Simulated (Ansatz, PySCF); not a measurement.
Reaction (SMILES): O=S=O → O=S=O as doublet, charge +1 + e-

Wanted: adiabatic ionisation energy (0 K, with zero-point energies), in eV. Set-up: 6-311+G** with 5d, 6d on Na to Ar in Ansatz (a program for electronic structure); UHF or UKS for open shells; spin-orbit terms left out; LANL2DZ with its own core potentials from Na on; non-relativistic; 6-31G* and kin with 6d, 5d where marked; no dispersion term unless named. Ab initio and DFT rows: single points at B3LYP-D3(BJ) geometries (Ansatz), with unscaled harmonic terms from B3LYP/6-31G* at its own minima. A UHF reference is markedly spin-contaminated in at least one set, which strains HF and MP2. The Hartree-Fock reference of O=S=O, O=S=O as doublet, charge +1 is unstable towards a lower, spin-broken solution.

Measured values: CCCBDB table in ASE; they hold spin-orbit and core effects. 

Value to compare with, the measured value: 12.35 eV.

```json
[
 {"level": "HF/6-311+G**", "program": "Ansatz", "adiabatic ionisation energy (0 K, with zero-point energies) (eV)": "11.73", "error": "-0.62"},
 {"level": "PBE/STO-3G", "program": "Ansatz", "adiabatic ionisation energy (0 K, with zero-point energies) (eV)": "7.76", "error": "-4.59"},
 {"level": "PBE/3-21G", "program": "Ansatz", "adiabatic ionisation energy (0 K, with zero-point energies) (eV)": "11.40", "error": "-0.95"},
 {"level": "PBE/LANL2DZ", "program": "Ansatz", "adiabatic ionisation energy (0 K, with zero-point energies) (eV)": "11.95", "error": "-0.40"},
 {"level": "B3LYP/cc-pVDZ", "program": "Ansatz", "adiabatic ionisation energy (0 K, with zero-point energies) (eV)": "11.88", "error": "-0.47"},
 {"level": "M06-2X/6-31G* (5d)", "program": "PySCF", "adiabatic ionisation energy (0 K, with zero-point energies) (eV)": "12.32", "error": "-0.03"},
 {"level": "PBE/def2-TZVPD", "program": "Ansatz", "adiabatic ionisation energy (0 K, with zero-point energies) (eV)": "11.93", "error": "-0.42"},
 {"level": "B3LYP/def2-TZVPD", "program": "Ansatz", "adiabatic ionisation energy (0 K, with zero-point energies) (eV)": "12.28", "error": "-0.07"},
 {"level": "wB97X-V/def2-TZVPD", "program": "Ansatz", "adiabatic ionisation energy (0 K, with zero-point energies) (eV)": "12.35", "error": "0.00"}
]
```

Among the 6 habitual levels, PBE/STO-3G lies farthest from the measured value (-4.59 eV) and M06-2X/6-31G* (5d) nearest (-0.03); 0 of 6 lie above it, and their mean absolute error is 1.18 eV, the median 0.54. One case shows no general order.

The levels are drawn from those run, B3LYP/6-31G* more often than the rest, none by its result; runs whose electronic state is in doubt are left out.
